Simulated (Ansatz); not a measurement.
The first iterations of a band of C2H2OS (6 atoms, charge 0, multiplicity 1).

Theory: Ansatz, RKS revPBE-D4/def2-SVP.

| Quantity | Value |
| --- | --- |
| movable images | 5 |
| climbing image | yes |
| spring | 5.0 eV/Å² |
| optimiser | quadratic models (default) |
| start path | IDPP |
| force threshold | 0.03 eV/Å |
| iteration limit | 60 |
| end points | relaxed |

Image 0:

```xyz
6
Properties=species:S:1:pos:R:3
C 0.474 0.605 0.477
C -0.225 -0.297 -0.216
O -0.722 -1.538 -0.089
S -1.049 -0.715 -1.703
H 0.807 0.368 1.498
H 0.715 1.578 0.032
```

Image 6:

```xyz
6
Properties=species:S:1:pos:R:3
C 0.476 0.541 0.548
C -0.226 -0.247 -0.271
O -0.755 -0.243 -1.506
S -1.022 -1.784 -0.533
H 0.750 0.190 1.550
H 0.778 1.543 0.213
```

| iteration | highest image above the first end (eV) | largest band force component (eV/Å) |
| --- | --- | --- |
| 1 | 2.465 | 2.247 |
| 2 | 2.174 | 1.963 |
| 3 | 2.002 | 0.878 |
| 4 | 1.918 | 0.648 |
| 5 | 1.862 | 0.661 |
| 6 | 1.831 | 1.595 |
| 7 | 1.798 | 0.668 |
| 8 | 1.753 | 0.380 |
| 9 | 1.680 | 0.461 |
| 10 | 1.508 | 0.983 |
| 11 | 1.437 | 0.993 |
| 12 | 1.508 | 1.070 |
| 13 | 1.485 | 0.499 |
| 14 | 1.556 | 2.360 |
| 15 | 1.462 | 1.365 |
| 16 | 1.638 | 2.136 |

Q: Does the band converge within its limit, and where does its top end?

A: It converged. It ended after 50 iterations with the highest image 1.528 eV above the first end. The profile has 2 maxima (images 2, 4) with wells between them (image 3): this band takes more than one step, which may be the mechanism or a detour left from its start path. Neighbouring images differ by up to 1.4 eV, so the band resolves the path poorly. A vibrational analysis at the climbing image gives one clearly imaginary mode, 262i cm⁻¹: a first-order saddle point.

The run took 6.1 min on 1 thread of Arm Neoverse V1, with other jobs on the host, peak memory 0.12 GiB.
